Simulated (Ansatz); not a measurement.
## Worked example: CH5N + CH2N → CH4N + CH3N

Species: CH5N (methylamine) `CN`, singlet; CH2N `C=[N]`, doublet; CH4N `[CH2]N`, doublet; CH3N (methanimine) `C=N`, singlet. A radical takes H: the energy is the difference in strength between the C–H bond broken and the N–H bond made.

Shapes, held fixed at every level: PBE0-D4/def2-TZVP. Flexible molecules stand in one conformer, not always the lowest. Programs: Ansatz 0.2.0. The zero-point and thermal change to 298 K, harmonic and unscaled (PBE0-D4/def2-TZVP), is +2.3 kJ/mol.

At B2PLYP/def2-TZVPP; 1 Eh = 2625.50 kJ/mol:

```
species  energy (Eh)
   CH5N   -95.810512
   CH2N   -93.940283
   CH4N   -95.156607
   CH3N   -94.588482
```

**Question.** Work out ΔH(298 K) of the reaction at this level.

**Answer.** 
1. Products less reactants: (-95.156607) + (-94.588482) − [(-95.810512) + (-93.940283)] = 0.005706 Eh = +15.0 kJ/mol.
2. With the thermal change: +15.0 + (+2.3) = +17.3 kJ/mol.

Other levels give +12.0 (PBE-D4/def2-TZVPP) to +57.1 kJ/mol (HF/def2-SVP). No measured value is set beside it here. Spin contamination: CH2N (⟨S²⟩ up to 0.93). Open shells run unrestricted.
